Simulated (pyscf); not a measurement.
# Four-centre exchange: H₂B–NH₂ + HF → H₂B–NH₂ + HF

Gas phase, singlet surface, charge 0. Bonds broken: B1–H3, F7–H8. Bonds formed: B1–H8, H3–F7. Single points on ωB97X-D3(BJ)/def2-SVP structures (PySCF, gas phase). MP2 and CC: frozen core, UHF for open shells. ΔMP2 is the change of the MP2 total energy from the triple- to the quadruple-zeta basis.

Transition state (Å):

```xyz
8

B     -1.3423    -0.0515    -0.5432
N     -0.8887     0.6257     0.5721
H     -0.3106    -0.9405    -1.0530
H     -2.5099    -0.1716    -0.8006
H      0.1002     0.7226     0.7822
H     -1.5007     1.0670     1.2501
F      0.8922    -0.8695    -1.7322
H     -0.2798    -0.1636    -1.5291
```

One imaginary mode, 2463i cm⁻¹; descent along it reached the two sides named, in the forms told below.

| bond | change | reactant side (Å) | saddle | product side |
|---|---|---|---|---|
| B1–H3 | breaks | 1.221 | 1.454 | 2.468 |
| F7–H8 | breaks | 0.931 | 1.383 | 2.6 |
| B1–H8 | forms | 2.460 | 1.454 | 1.221 |
| H3–F7 | forms | 2.599 | 1.383 | 0.931 |

Electronic energies relative to the separated reactants (eV):

```tsv
level	barrier	reaction energy	reverse barrier
ωB97X-D3(BJ)/def2-TZVP	2.83	0.00	2.83
PBE/def2-TZVP	2.30	0.00	2.30
r²SCAN/def2-TZVP	2.56	0.00	2.56
B3LYP-D3(BJ)/def2-TZVP	2.69	0.00	2.69
PBE0-D3(BJ)/def2-TZVP	2.65	0.00	2.65
M06-2X/def2-TZVP	2.99	0.00	2.99
ωB97M-D3(BJ)/def2-TZVP	2.82	0.00	2.82
HF/def2-TZVP	3.87	0.00	3.87
MP2/def2-QZVPP	2.91	0.00	2.91
CCSD/def2-TZVPP	3.18	0.00	3.18
CCSD(T)/def2-TZVPP	3.02	0.00	3.02
CCSD(T)/def2-TZVPP + ΔMP2(QZVPP)	2.97	0.00	2.97
```

With CCSD(T)/def2-TZVPP + ΔMP2(QZVPP) energies and thermal terms (ideal gas, 1 atm, RRHO with modes under 100 cm⁻¹ raised to 100, one conformer, R ln 2 for chiral ones without a mode under 150 cm⁻¹), in eV:

| T (K) | ΔH‡ | ΔG‡ | ΔH | ΔG |
|---|---|---|---|---|
| 298 | 2.90 | 3.26 | 0.00 | 0.00 |
| 600 | 2.89 | 3.63 | 0.00 | 0.00 |
| 900 | 2.91 | 3.99 | 0.00 | 0.00 |
| 1200 | 2.93 | 4.35 | 0.00 | 0.00 |

On the reactant side the descent ends in a complex, 0.20 eV under the separated species and 3.03 eV under the saddle at ωB97X-D3(BJ)/def2-TZVP. On the product side the descent ends in a complex, 0.20 eV under the separated species and 3.03 eV under the saddle at ωB97X-D3(BJ)/def2-TZVP. The same reactants have a lower exit, to H₂B–F + NH₃ (barrier +0.40 eV at ωB97M-D3(BJ), against +2.82 eV here). Another saddle between the same species, by other bonds, lies lower (1.84 eV against 2.82 eV at ωB97M-D3(BJ)). The CCSD(T) − MP2 part came from Ansatz, without density fitting, on the same reference.
